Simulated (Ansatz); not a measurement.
Basis-set extrapolation for C₂H₄S₂, SMILES `CC1SS1` (PBE0-D4/def2-TZVP geometry, frozen core, Ansatz). Multiplicity 1, RHF reference.

```json
{"": "HF", "def2-TZVPP": "-873.154989", "def2-QZVPP": "-873.181022"}
{"": "MP2 correlation", "def2-TZVPP": "-0.690498", "def2-QZVPP": "-0.743784"}
{"": "CCSD(T) correlation", "def2-TZVPP": "-0.766635", "def2-QZVPP": "not run"}
```

Energies in hartree. Use E(X) = E(∞) + A·exp(−7.88·√X) for Hartree–Fock and E(X) = E(∞) + B·X^(−2.97) for correlation, with X = 3 and 4, and add CCSD(T) minus MP2 of the smaller set to the MP2 limit.

Q: What is the CCSD(T) energy at the basis-set limit?

A: HF limit: -873.181022 + (-0.026033) × 0.13774 = -873.18461. MP2 limit: -0.743784 + (-0.053286) × 0.74074 = -0.78326. Higher-order term: -0.766635 − (-0.690498) = -0.07614. Total: -874.04401 hartree, 321.3 kJ/mol below CCSD(T)/def2-TZVPP.
